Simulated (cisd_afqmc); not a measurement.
Input (AFQMC/CISD/aug-cc-pVDZ; cisd_afqmc is a phaseless AFQMC code with CISD trial states that reads the integrals written by Ansatz):

Ansatz 0.2 input:
```python
import cisd_afqmc

open("ham.yaml", "w").write("""\
crystal:
  periodic: [false, false, false]
  atoms:
    - {symbol: C, position_ang: [0.09071946, 0.00000000, 0.00000000]}
    - {symbol: H, position_ang: [-0.27215839, 0.00000000, -1.03552753]}
    - {symbol: H, position_ang: [-0.27215839, 0.00000000, 1.03552753]}
basis:
  gaussian:
    orbitals: aug-cc-pVDZ
total_charge: 1
magnetization: {spin_polarized: true, initial_magnetization: 1}
correlation: {method: ccsd, electrons: outside_noble_gas, hamiltonian_folder: ham}
""")
rep = cisd_afqmc.ansatz("ham.yaml")
e_ccsd = rep["correlation"]["coupled_cluster"]["energy"]["hartree"]
out = cisd_afqmc.run("ham", e_ccsd, trial="CISD", walkers=200, populations=8, threads=8, dt=0.005, steps=40, early=24, settle=10, least=32,
    cut=5e-5, rank_cut=2e-4, target=0.0004, seconds=1500, seed=1, memory=17280, gpu=False)
```

Output:

```
orbitals 40, occupied [3, 2], factors 183 of 406, rank of the doubles 69 of 187
E(HF) = -38.572075
E(CCSD) on the cut factors = -38.670287, shift to the whole factors -0.000010
Energy of the trial state on the determinant = -38.670230
  tau behind 7.2 of longer steps, mean of the populations' last blocks
   2.0  -38.67220
   4.0  -38.67209
   6.0  -38.67223
   8.0  -38.67178
blocks 290 (3 outliers left out), error by blocks joined: 1: 0.00003, 2: 0.00003, 4: 0.00004, 8: 0.00004, 16: 0.00004
E(AFQMC/CISD) = -38.67215 +/- 0.00004
```
